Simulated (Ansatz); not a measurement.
**Dissociation curves of C2HO (SMILES [CH]=C=O)**

The species is C2HO (4 atoms), meant as a doublet with charge 0. SMILES: `[CH]=C=O`. The coordinates come from a GFN2-xTB relaxation.

```
atom    x (Å)    y (Å)    z (Å)
   C  -0.1718   0.5726  -0.2768
   C   0.1316  -0.5083   0.2714
   O   0.3961  -1.5190   0.8148
   H  -0.3559   1.4547  -0.8093
```

The C1–H4 distance is scanned; the parts on either side stay rigid. Basis STO-3G, 3 core orbitals frozen in the correlated methods; program Ansatz 0.2.0. FCI is exact within this basis and core. Energies in eV from each method's value at 1.047 Å; open shells run as named. The shape above is that at 1.047 Å.

```
distance (Å)  UPBE  U-revPBE  U-r2SCAN  UCCSD   FCI
       1.047  0.00      0.00      0.00   0.00  0.00
       1.308  0.74      0.72      0.83   0.73  0.72
       1.570  2.42      2.39      2.61   2.41  2.36
       2.093  5.20      5.10      5.20   4.97  4.82
       2.617  5.65      5.51      5.57   5.25  5.23
```

Departure from the FCI curve at its largest: UPBE +0.42 eV at 2.62 Å; U-revPBE +0.29 eV at 2.09 Å; U-r2SCAN +0.38 eV at 2.09 Å; UCCSD +0.15 eV at 2.09 Å. For the functionals part of the departure is owed to the small basis.
